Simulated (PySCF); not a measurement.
Compound: C₃H₆N (charge +1).
Geometry (PBE0-D3(BJ)/def2-SVP, Å), atoms numbered from 1 in this order:
```xyz
10
C3H6N angstrom
C      1.999   -0.089    0.034
C      0.573   -0.030    0.197
N     -0.567    0.017    0.324
C     -1.973    0.077    0.484
H      2.413    0.931    0.067
H      2.236   -0.555   -0.936
H      2.434   -0.692    0.847
H     -2.449   -0.350   -0.410
H     -2.271    1.127    0.606
H     -2.252   -0.503    1.375
```

Method used: TDDFT CAM-B3LYP/def2-SVPD, vertical, gas phase, core orbitals frozen in the response in PySCF.

Ground-to-excited transition dipoles (e·a0, same axes as the geometry; the sign carries no meaning), for the states with f of 0.002 or more among the lowest 9:

```csv
state,E (eV),μx,μy,μz
S4,10.185,-2.454,0.110,0.295
S5,10.221,0.253,-0.045,0.135
S6,10.223,-0.151,-0.156,-0.017
S8,10.767,0.007,-0.205,0.201
S9,10.768,0.034,0.201,0.203
```

(1) What oscillator strength does each state have?

(2) How is the summed strength of these states shared among x, y and z?

(3) What peak molar absorption coefficient would the strongest computed level give as a lone Gaussian band 0.5 eV wide at half height?

## Answers

(1) f = (2/3) ΔE |μ|² with ΔE in hartree (27.2114 eV).

```
state  |μ|² (au)  |μ| (D)      f
   S4      6.119     6.29  1.527
   S5      0.084     0.74  0.021
   S6      0.048     0.55  0.012
   S8      0.082     0.73  0.022
   S9      0.083     0.73  0.022
```

(2) (2/3) Σ ΔE μα² gives 1.524 for x, 0.031 for y and 0.048 for z, 1.603 in all.

(3) ε(max) = 2.175×10⁸ f / FWHM, with the width in cm⁻¹. S4: 2.175×10⁸ × 1.5269 / 4033 ≈ 82000 L mol⁻¹ cm⁻¹.

S5/S6 and S8/S9 coincide within about 0.01 eV; within a degenerate level the directions of the single components are arbitrary.

All these states lie below the vertical ionisation energy of 18.20 eV (ΔSCF).

The run took 27 s wall (grids of density and orbitals included) on Arm Neoverse V1, one thread, shared host, and the process peaked at 0.55 GiB of memory.
